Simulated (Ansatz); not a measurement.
Input file:

```yaml
crystal:
  periodic: [false, false, false]
  atoms:
    - {symbol: Si, position_ang: [0.000000, 0.073859, 1.527627]}
    - {symbol: Ge, position_ang: [0.000000, -0.007160, -0.637479]}
    - {symbol: H, position_ang: [0.000000, -0.235166, 2.695432]}
    - {symbol: H, position_ang: [0.000000, -1.306849, 0.680033]}
basis:
  gaussian: {orbitals: cc-pVDZ}
magnetization: {spin_polarized: true, initial_magnetization: 0}
hamiltonian: {pseudopotentials: {relativity: none}}
correlation: {method: ccsdt, electrons: outside_noble_gas}
scf: {omitted_lower_state_checks: [cluster_reference]}
```

```sh
$ ansatz run in.yaml --threads 1 --pin off --events-out ev --progress --plain --max-ram 2393MiB
```

The program prints:

```
these checks for a lower state are left out or cut short: cluster_reference
1083 factors; integrals over basis functions are off by at most 2.3e-7 eV
mean field evaluation 1: about -64362.3744 eV, gradient 6.8e0 eV
mean field evaluation 2: about -64362.3790 eV, gradient 6.8e0 eV
mean field evaluation 4: about -64362.9753 eV, gradient 1.3e0 eV
mean field evaluation 8: about -64362.9930 eV, gradient 4.9e-4 eV
mean field evaluation 16: about -64363.0837 eV, gradient 7.2e-3 eV
mean field evaluation 32: about -64363.0828 eV, gradient 9.5e-2 eV
mean field -64363.08370987 eV, -2365.2996994727 hartree, gradient 2.8e-6 eV, S^2 0.413126; 5 other end points of the search recorded, 0 dependent functions left out
19 core orbitals not correlated: weight in the atoms' cores, before any rotation towards them, 1.000 or more for the frozen orbitals, at most 0.000 for the correlated occupied ones
reference -64363.08370987 eV, -2365.2996994727 hartree; 5, 5 occupied and 31, 31 virtual orbitals, 1083 factors
second order -4.54827760 eV of doubles, -0.00000000 eV of singles
cycle   1  -5.18153668 eV  change   -6.3e-1 eV  update   1.1e-1
cycle   2  -5.66739157 eV  change   -4.9e-1 eV  update   6.3e-2
cycle   3  -5.92916269 eV  change   -2.6e-1 eV  update   5.1e-2
cycle   4  -5.99751283 eV  change   -6.8e-2 eV  update   3.5e-2
cycle   5  -6.06088668 eV  change   -6.3e-2 eV  update   1.6e-2
cycle   6  -6.07004465 eV  change   -9.2e-3 eV  update   7.6e-3
cycle   7  -6.06697762 eV  change    3.1e-3 eV  update   2.4e-3
cycle   8  -6.07003421 eV  change   -3.1e-3 eV  update   1.2e-3
cycle   9  -6.06983449 eV  change    2.0e-4 eV  update   5.4e-4
cycle  10  -6.06887066 eV  change    9.6e-4 eV  update   2.7e-4
cycle  11  -6.06919635 eV  change   -3.3e-4 eV  update   1.3e-4
cycle  12  -6.06924848 eV  change   -5.2e-5 eV  update   6.0e-5
cycle  13  -6.06930217 eV  change   -5.4e-5 eV  update   2.6e-5
cycle  14  -6.06930286 eV  change   -6.9e-7 eV  update   1.1e-5
cycle  15  -6.06929998 eV  change    2.9e-6 eV  update   6.2e-6
cycle  16  -6.06930559 eV  change   -5.6e-6 eV  update   3.2e-6
cycle  17  -6.06930861 eV  change   -3.0e-6 eV  update   1.0e-6
cycle  18  -6.06930985 eV  change   -1.2e-6 eV  update   5.0e-7
Total energy: -64369.15301972 eV, -2365.5227424958 hartree
Checks for a lower state left out: cluster_reference
```

Ran on 1 thread of Arm Neoverse V1, shared host: 12 s wall, 0.2 GiB peak host memory.
